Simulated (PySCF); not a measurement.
Exact simulation of a proton spin system

Molecule: SMILES C/C=N\O, C2H5NO.

Cartesian coordinates in Å; atom numbers follow the order of the lines, from 1:
```xyz
9

C    -0.996   -0.291    0.339
C    -0.053    0.756   -0.148
N     1.175    0.614   -0.458
O     1.629   -0.671   -0.311
H    -0.489   -1.254    0.466
H    -1.828   -0.416   -0.373
H    -1.443    0.013    1.299
H    -0.416    1.784   -0.269
H     2.553   -0.604   -0.572
```

PySCF 2.14.0 with density-fitted response routines calculation with J couplings at B3LYP/pcJ-1, shielding tensors at PBE0/pcSseg-1 (GIAO) and PBE0-D3(BJ)/def2-SVP geometry; fast rotation and ring inversion assumed for equivalent nuclei, gas phase, no relativistic terms, a single conformation.

Chemical shifts δ = σref − σ; TMS for 1H, all at this level.

Shifts (ppm): H5/H6/H7 1.89, H8 6.42.
Couplings (Hz): H5–H6, H5–H7, H6–H7: -16.4; H5–H8, H6–H8, H7–H8: 6.7.

The 4-spin Hamiltonian (Zeeman plus full scalar coupling among like nuclei) was diagonalised exactly; lines are Lorentzian, 1.0 Hz wide, and the maxima above 3 % are listed with the tallest set to 100.

Task: Give the 1H peak list of this spin system at 60 MHz.

Result: 
Hz from δ = 0 (height): 395.4 (8), 388.7 (23), 382.0 (24), 375.3 (9), 116.7 (100), 110.0 (95)

Task: And at 600 MHz?

Result: 
```
    Hz    ppm  height
3862.1  6.437       8
3855.4  6.426      25
3848.7  6.414      25
3842.0  6.403       9
1137.4  1.896     100
1130.7  1.884     100
```

Task: Among coupled protons with different shifts, which pair is furthest from first order, and how does the field change that?

Result: H5 and H8: Δν/J is about 40.6 at 60 MHz (close to first order) and 405.7 at 600 MHz (close to first order). J in Hz doesn't depend on the field, while Δν in Hz grows in proportion to it.

OH/NH shifts are gas-phase values; hydrogen bonding in solution moves them, usually downfield. Unscaled 3J(H,H) at this level run about 10 % above measured values.
